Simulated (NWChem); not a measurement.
hydrogen sulfide (H₂S); SMILES S

```xyz
3

S      0.0000     0.0000     0.1231
H      0.9740     0.0000    -0.8272
H     -0.9740     0.0000    -0.8272
```
Atoms are numbered in this order, from 1.

All runs use the structure optimised with PBE-D3(BJ)/def2-SVP.

 Unshifted, non-relativistic core excitations; the lowest 4 roots alone, so stronger bands may lie above.

**Question.** List the first S K-edge excitations from PBE/6-311G** (spherical d), restricted-window TDA (NWChem).

**Answer.** 
| state | energy (eV) | dipole oscillator strength | leading excitation (squared amplitude) |
|---|---|---|---|
| S1 | 2395.5 | 0.0030 | 1s of atom 1 or its equivalents → LUMO (1.00) |
| S2 | 2395.8 | 0.0016 | 1s of atom 1 or its equivalents → LUMO+1 (1.00) |
| S3 | 2399.4 | 0.0022 | 1s of atom 1 or its equivalents → LUMO+2 (1.00) |
| S4 | 2399.8 | 0.0019 | 1s of atom 1 or its equivalents → LUMO+3 (1.00) |
